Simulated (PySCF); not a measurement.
Compound: NO+, NO (charge +1).
SMILES: `N#[O+]`

Computed geometry: GFN2-xTB, gas phase.

Masses are those of the commonest isotopes; rigid-rotor values at the optimised geometry. 

(1) What are the moment of inertia and the rotational constant?

(2) List the first levels of a rigid rotor in a Σ state.

(3) Estimate the classical rotational partition function at 25 K, 50 K and 200 K.

Answers

(1) I = 8.263 u·Å², B = 505379 MHz·u·Å²/I = 61160 MHz (2.0401 cm⁻¹, or 2.935 K as hB/k). For two atoms I = μr² with μ = 7.4664 u and r = 1.0520 Å.

(2) E(J) = BJ(J+1): J = 1: 4.080, J = 2: 12.240, J = 3: 24.481, J = 4: 40.801, J = 5: 61.202, J = 6: 85.683 cm⁻¹.

(3) Point group C∞v, symmetry number σ = 1; q = kT/(σhB), k/h = 20836.6 MHz/K: 8.5 at 25 K, 17.0 at 50 K, 68.1 at 200 K.

No frequency check. Constants of a rigid frame at the computed geometry: no zero-point averaging, no centrifugal distortion.
